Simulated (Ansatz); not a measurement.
Input and output for C4H9F, SMILES `CC(C)(C)F`.

```yaml
crystal:
  periodic: [false, false, false]
  atoms:
    - {symbol: C, position_ang: [-1.293652, 0.650917, 0.118258]}
    - {symbol: C, position_ang: [0.149395, 0.271977, -0.138739]}
    - {symbol: C, position_ang: [0.897397, -0.023717, 1.143871]}
    - {symbol: C, position_ang: [0.271959, -0.855137, -1.142044]}
    - {symbol: F, position_ang: [0.765946, 1.396186, -0.716323]}
    - {symbol: H, position_ang: [-1.346761, 1.505055, 0.795866]}
    - {symbol: H, position_ang: [-1.788294, 0.917913, -0.817460]}
    - {symbol: H, position_ang: [-1.834265, -0.183681, 0.569953]}
    - {symbol: H, position_ang: [0.842558, 0.830882, 1.820764]}
    - {symbol: H, position_ang: [1.947557, -0.232242, 0.931248]}
    - {symbol: H, position_ang: [0.466791, -0.892224, 1.646980]}
    - {symbol: H, position_ang: [-0.190474, -1.765356, -0.754096]}
    - {symbol: H, position_ang: [1.322634, -1.063260, -1.352508]}
    - {symbol: H, position_ang: [-0.223493, -0.586515, -2.076870]}
basis:
  gaussian: {orbitals: def2-TZVPP}
total_charge: -1
magnetization: {spin_polarized: true, initial_magnetization: 1}
hamiltonian: {xc: {name: B3LYP}, dispersion: d4}
output: {forces: true}
```

```sh
$ ansatz run in.yaml --threads 4 --pin off --events-out ev --progress --plain --max-ram 10444MiB
```

Output, abridged:

```
Functional definition: B3LYP
1407 factors; their error is unknown
mean field evaluation 1: about -7004.6562 eV, gradient 4.4e1 eV
mean field evaluation 2: about -6999.5004 eV, gradient 5.4e1 eV
mean field evaluation 4: about -7013.2223 eV, gradient 3.5e0 eV
mean field evaluation 8: about -7013.2603 eV, gradient 3.3e-2 eV
mean field evaluation 16: about -7013.2388 eV, gradient 2.4e-4 eV
mean field -7013.23876378 eV, -257.7317708249 hartree, gradient 3.0e-5 eV, S^2 0.750455; 2 other end points of the search recorded, 0 dependent functions left out
reference -7013.23905885 eV, -257.7317816685 hartree; 22, 21 occupied and 259, 260 virtual orbitals, 1407 factors
Total energy: -7013.70130650 eV, -257.7487689565 hartree
Atom 0 at    -1.293652     0.650917     0.118258 Å, force    -0.031166     0.119932    -0.035068 eV/Å
Atom 1 at     0.149395     0.271977    -0.138739 Å, force    -0.253277    -0.462183     0.237401 eV/Å
Atom 2 at     0.897397    -0.023717     1.143871 Å, force     0.097448     0.080144     0.025010 eV/Å
Atom 3 at     0.271959    -0.855137    -1.142044 Å, force     0.060772     0.031417    -0.108912 eV/Å
Atom 4 at     0.765946     1.396186    -0.716323 Å, force     0.369346     0.674857    -0.346500 eV/Å
Atom 5 at    -1.346761     1.505055     0.795866 Å, force     0.002339     0.173752     0.203667 eV/Å
Atom 6 at    -1.788294     0.917913    -0.817460 Å, force    -0.118910     0.012485    -0.239543 eV/Å
Atom 7 at    -1.834265    -0.183681     0.569953 Å, force    -0.090589    -0.260139     0.119427 eV/Å
Atom 8 at     0.842558     0.830882     1.820764 Å, force    -0.064818     0.194198     0.172823 eV/Å
Atom 9 at     1.947557    -0.232242     0.931248 Å, force     0.238495    -0.097433    -0.071969 eV/Å
Atom 10 at     0.466791    -0.892224     1.646980 Å, force    -0.160075    -0.239895     0.086907 eV/Å
Atom 11 at    -0.190474    -1.765356    -0.754096 Å, force    -0.140084    -0.213258     0.160017 eV/Å
Atom 12 at     1.322634    -1.063260    -1.352508 Å, force     0.257598    -0.072052    -0.002060 eV/Å
Atom 13 at    -0.223493    -0.586515    -2.076870 Å, force    -0.167079     0.058173    -0.201199 eV/Å
Dipole moment:     0.139602     0.254448    -0.130742 e Å
```

It took 7 s on 4 threads of an AMD EPYC 7B13 on a shared host, with 0.96 GiB of host memory at the peak.
